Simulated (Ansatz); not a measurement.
# B2H2 (quintet): the correlation ladder, def2-TZVPP

One table from this session's results is given with a row withheld; the runs are named, their logs left out.

Method: def2-TZVPP, core rule «outside noble gas», up to 2 orbitals frozen; program: Ansatz 0.2.0, Gaussian basis.

To be run: UHF; ROHF; CCSD(T) on UHF.

2 further runs of the same task are left out: 2 set aside as unsound or not needed.

## What is computed

The geometry is a PBE0/def2-TZVP stationary point (not a proven minimum) of the parent state, kept for this charge and spin.

4 atoms, charge 0, spin multiplicity 5.

Atoms are counted from 1 here; the program's logs count them from 0.

Bond lengths: B1–B2 1.585 Å, B1–H3 1.197 Å, B1–H4 1.197 Å. Angles: B2–B1–H3 118.9°, B2–B1–H4 118.9°, H3–B1–H4 122.2°.

Set-up of the first run:

Input file in.yaml:

```yaml
crystal:
  periodic: [false, false, false]
  atoms:
    - {symbol: B, position_ang: [0.000000, 0.000000, 0.675628]}
    - {symbol: B, position_ang: [0.000000, 0.000000, -0.909454]}
    - {symbol: H, position_ang: [0.000000, 1.047868, 1.253990]}
    - {symbol: H, position_ang: [0.000000, -1.047868, 1.253990]}
basis:
  gaussian: {orbitals: def2-TZVPP}
magnetization: {spin_polarized: true, initial_magnetization: 4}
hamiltonian: {xc: hf}
output: {orbitals: {seedname: orbitals}}
```

Started as:

```sh
ansatz run in.yaml --threads 1 --pin off --events-out ev --progress --plain --max-ram 4096MiB --backend cpu
```

Steps of the session up to this table: UHF; ROHF; CCSD(T) on UHF.

One table of the session follows, with a row left open; its other results are not shown here.

It belongs to the step «Misses and costs». 

| method | from UCCSD(T) (meV) |
| --- | --- |
| ROHF | +4206.9 |
| UHF | ? |
| UMP2 | +886.4 |
| UCCSD | +132.3 |
| UCCSD(T) | 0 |

Estimate the missing values for UHF.

As computed: from UCCSD(T) (meV): +4143.0. In the column «from UCCSD(T) (meV)» it lies between UMP2 (+886.4) and ROHF (+4206.9).
